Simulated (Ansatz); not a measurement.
Basis-set series for `O=C=[S+]` radical. Total charge 1; spin multiplicity 2. The geometry is a stationary point of PBE0-D4/def2-TZVP.

| functional | basis | functions | energy (Eh) | HOMO (eV) | LUMO (eV) |
| --- | --- | --- | --- | --- | --- |
| PBE0-D4 | def2-SVP | 46 | -510.65429 | -16.47 | -13.79 |
| PBE0-D4 | def2-QZVPP | 184 | -510.94582 | -16.37 | -13.57 |
| ωB97M-V | def2-SVP | 46 | -510.86956 | -18.57 | -11.58 |
| ωB97M-V | def2-QZVPP | 184 | -511.16048 | -18.48 | -11.40 |

(1) Give the rows for def2-TZVPP. (Estimate.)

Results:

(1) Computed: 
```
functional       basis  functions  energy (Eh)  HOMO (eV)  LUMO (eV)
   PBE0-D4  def2-TZVPP        104   -510.92831     -16.37     -13.58
   ωB97M-V  def2-TZVPP        104   -511.14445     -18.48     -11.40
```

HOMO and LUMO are taken over both spins.
